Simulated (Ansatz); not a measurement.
A nudged elastic band was laid between two geometries of CH₃SSi (6 atoms, charge 0, multiplicity 2).

Level of theory: Ansatz 0.2.0, UKS PBE0-D4/6-31G*.

```yaml
movable_images: 9
climbing_image: yes
spring: 5.0 eV/Å²
optimiser: quadratic models (default)
start_path: through a guess of the saddle point
force_threshold: 0.05 eV/Å
iteration_limit: 38
end_points: relaxed
```

Initial state:

```xyz
6
Properties=species:S:1:pos:R:3
C -0.538 -0.923 -0.144
Si 0.496 0.478 0.224
S -1.460 0.484 -0.669
H -0.738 -1.959 -0.372
H 1.623 0.906 -0.642
H 0.617 1.014 1.602
```

Final state:

```xyz
6
Properties=species:S:1:pos:R:3
C -0.300 -0.430 0.493
Si 0.762 0.939 -0.202
S -1.294 0.732 -0.581
H -0.248 -1.444 0.099
H 1.663 0.593 -1.351
H -0.583 -0.390 1.543
```

Problem. Which bonds break or form, and what moves?

Solution. Bonds broken: Si2–H6. Bonds formed: C1–H6.

Problem. What energy profile does the band end with?

Solution. It converged. The highest image is number 6 of 0 to 10, 1.89 eV above the first end and 2.42 eV above the last; the last end lies 0.54 eV below the first. A vibrational analysis at the climbing image gives one clearly imaginary mode, 870i cm⁻¹: a first-order saddle point.

| image | path coordinate (Å) | energy (eV) | Si2–H6 (Å) | C1–H6 (Å) |
| --- | --- | --- | --- | --- |
| 0 | 0.00 | 0.00 | 1.48 | 2.85 |
| 1 | 0.33 | 0.00 | 1.48 | 2.87 |
| 2 | 0.67 | 0.08 | 1.48 | 2.77 |
| 3 | 1.00 | 0.36 | 1.47 | 2.58 |
| 4 | 1.33 | 0.94 | 1.46 | 2.31 |
| 5 | 1.67 | 1.61 | 1.48 | 2.02 |
| 6 | 2.00 | 1.89 | 1.54 | 1.69 |
| 7 | 2.50 | 1.26 | 1.82 | 1.17 |
| 8 | 3.00 | 0.81 | 2.14 | 1.10 |
| 9 | 3.50 | -0.02 | 2.29 | 1.07 |
| 10 | 4.00 | -0.54 | 2.57 | 1.09 |

Problem. What is the geometry of the highest image?

Solution. 
```xyz
6
Properties=species:S:1:pos:R:3
C -0.401 -0.711 -0.205
Si 0.520 1.110 0.245
S -1.363 0.543 -0.777
H -0.733 -1.614 0.300
H 1.607 0.775 -0.739
H 0.370 -0.103 1.176
```

Problem. What are the harmonic wavenumbers there?

Solution. 870i, 335, 432, 577, 663, 731, 920, 946, 982, 2063, 2168, 3236 cm⁻¹.

The run took 19 min on 1 thread of Arm Neoverse N1, on a shared host, peak memory 0.16 GiB.
